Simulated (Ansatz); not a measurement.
**Si₂NH₇: basis-set convergence**

An exercise on one series of results from a longer session: the logs are not shown, and one member is left open.

Method: one geometry, several basis sets; program: Ansatz 0.2.0, Gaussian basis.

Levels to be run: PBE0-D4/def2-SVP; ωB97M-V/def2-SVP; PBE0-D4/def2-QZVPP; ωB97M-V/def2-QZVPP; CCSD(T)/cc-pV(D+d)Z; CCSD(T)/cc-pV(T+d)Z; the functionals' def2-TZVPP values are taken from earlier runs.

## The geometry

An earlier PBE0-D4 in a triple-zeta def2 set relaxation fixed the geometry.

SMILES `N[SiH2][SiH3]`, 10 atoms, charge 0, spin multiplicity 1.

Atoms are counted from 1 here; the program's logs count them from 0.

Bond lengths: N1–Si2 1.724 Å, N1–H4 1.007 Å, N1–H5 1.008 Å, Si2–Si3 2.341 Å, Si2–H6 1.488 Å, Si2–H7 1.497 Å, Si3–H8 1.491 Å, Si3–H9 1.488 Å, Si3–H10 1.489 Å. Angles: Si2–N1–H4 119.6°, Si2–N1–H5 119.6°, H4–N1–H5 110.6°, N1–Si2–Si3 108.6°, N1–Si2–H6 107.4°, N1–Si2–H7 115.6°, Si3–Si2–H6 110.7°, Si3–Si2–H7 108.1°, H6–Si2–H7 106.4°, Si2–Si3–H8 110.1°, Si2–Si3–H9 111.4°, Si2–Si3–H10 110.3°, H8–Si3–H9 108.1°, H8–Si3–H10 108.1°, H9–Si3–H10 108.8°.

Set-up of the first run:

in.yaml

```yaml
crystal:
  periodic: [false, false, false]
  atoms:
    - {symbol: N, position_ang: [-1.517445, 0.536771, -0.762235]}
    - {symbol: Si, position_ang: [0.155174, 0.760901, -0.407503]}
    - {symbol: Si, position_ang: [0.870236, -0.993725, 0.967019]}
    - {symbol: H, position_ang: [-1.837739, -0.354127, -1.106357]}
    - {symbol: H, position_ang: [-2.042225, 1.288436, -1.180876]}
    - {symbol: H, position_ang: [0.290724, 2.067151, 0.292858]}
    - {symbol: H, position_ang: [1.065580, 0.820925, -1.594764]}
    - {symbol: H, position_ang: [0.557308, -2.303712, 0.328059]}
    - {symbol: H, position_ang: [0.198704, -0.953306, 2.293797]}
    - {symbol: H, position_ang: [2.342884, -0.920413, 1.173001]}
basis:
  gaussian: {orbitals: def2-SVP}
hamiltonian: {xc: pbe0, dispersion: d4}
output: {orbitals: {seedname: orbitals}}
```

On the command line:

```console
$ ansatz run in.yaml --threads 2 --pin off --events-out ev --progress --plain --max-ram 32768MiB --backend cpu
```

Among the steps run: PBE0-D4 in def2-SVP; ωB97M-V in def2-SVP; PBE0-D4 in def2-QZVPP; ωB97M-V in def2-QZVPP.

One of the session's tables, all rows but one given; the rest of the session is left out.

It belongs to the step «Functionals by basis». 

```
functional       basis  HOMO (eV)  LUMO (eV)
   PBE0-D4    def2-SVP      -7.16       0.28
   PBE0-D4  def2-TZVPP      -7.34      -0.13
   PBE0-D4  def2-QZVPP      -7.38      -0.27
   ωB97M-V    def2-SVP      -9.40       2.12
   ωB97M-V  def2-TZVPP          ?          ?
   ωB97M-V  def2-QZVPP      -9.62       1.17
```

Estimate the missing values for ωB97M-V, def2-TZVPP.

As computed: HOMO (eV): -9.59; LUMO (eV): 1.50. In the column «HOMO (eV)» it lies between ωB97M-V, def2-QZVPP (-9.62) and ωB97M-V, def2-SVP (-9.40).
